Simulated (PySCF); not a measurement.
**Basis set benchmark on one molecule**

Molecule: SMILES C1COCCO1, C$_{4}$H$_{8}$O$_{2}$.

Geometry:
| atom | x (Å) | y (Å) | z (Å) |
| --- | --- | --- | --- |
| C1 | 0.486 | 1.280 | 0.203 |
| C2 | 1.348 | 0.036 | 0.309 |
| O3 | 0.574 | -1.073 | 0.692 |
| C4 | -0.486 | -1.280 | -0.207 |
| C5 | -1.348 | -0.036 | -0.313 |
| O6 | -0.574 | 1.073 | -0.696 |
| H7 | 0.093 | 1.536 | 1.208 |
| H8 | 1.072 | 2.134 | -0.168 |
| H9 | 1.834 | -0.154 | -0.671 |
| H10 | 2.137 | 0.166 | 1.065 |
| H11 | -1.072 | -2.134 | 0.164 |
| H12 | -0.093 | -1.536 | -1.213 |
| H13 | -2.137 | -0.166 | -1.069 |
| H14 | -1.834 | 0.154 | 0.667 |

Geometry PBE0-D3(BJ)/def2-SVP throughout; GIAO in PySCF, gas phase, one conformer, non-relativistic; equivalent atoms averaged; functional PBE0.

Reference values (measured; solution, THF-d8, 298 K; Fulmer et al., Organometallics 2010, 29, 2176): δ(H7/H8/H9/H10/H11/H12/H13/H14) = 3.56 ppm, δ(C1/C2/C4/C5) = 67.7 ppm. Computed shifts are taken against TMS, calculated as an isolated molecule at each level.

Q: How do the basis sets STO-3G, 6-31G, pcSseg-0, 6-31G*, def2-SVP, cc-pVDZ, pcSseg-1, 6-311+G(2d,p), aug-cc-pVDZ, def2-TZVP, IGLO-III, cc-pVTZ, pcSseg-2 perform against the reference? Times are CPU seconds on shared hosts with different chips, so compare them loosely.

A: 
```
    basis set  functions  H7/H8/H9/H10/H11/H12/H13/H14  C1/C2/C4/C5  abs. error H  abs. error C  core-s
       STO-3G         38                          1.71         50.2          1.85          17.5     4.9
        6-31G         70                          3.63         63.3          0.07           4.4     9.5
     pcSseg-0         70                          3.60         69.1          0.04           1.4     4.5
       6-31G*        100                          3.44         63.2          0.12           4.5      15
     def2-SVP        124                          3.21         63.3          0.35           4.4      19
      cc-pVDZ        124                          3.31         65.1          0.25           2.6     9.6
     pcSseg-1        142                          3.44         68.6          0.12           0.9     9.5
6-311+G(2d,p)        210                          3.51         67.7          0.05           0.0      40
  aug-cc-pVDZ        210                          3.59         65.7          0.03           2.0      22
    def2-TZVP        234                          3.49         69.2          0.07           1.5      50
     IGLO-III        290                          3.53         70.3          0.03           2.6      34
      cc-pVTZ        292                          3.44         68.5          0.12           0.8      36
     pcSseg-2        328                          3.50         71.1          0.06           3.4      48
```

For 1H the closest is aug-cc-pVDZ (0.03 ppm, with IGLO-III, pcSseg-0, 6-311+G(2d,p) practically level) and the furthest STO-3G (1.85 ppm).

For 13C the closest is 6-311+G(2d,p) (0.0 ppm) and the furthest STO-3G (17.5 ppm). Where a smaller basis beats a larger one, errors probably cancel; the largest sets show where the functional converges. One molecule is a small sample, and vibrational and solvent effects are absent from the calculation.

A small basis that lands close on one nucleus may do so by chance; judge by the trend and by all nuclei.
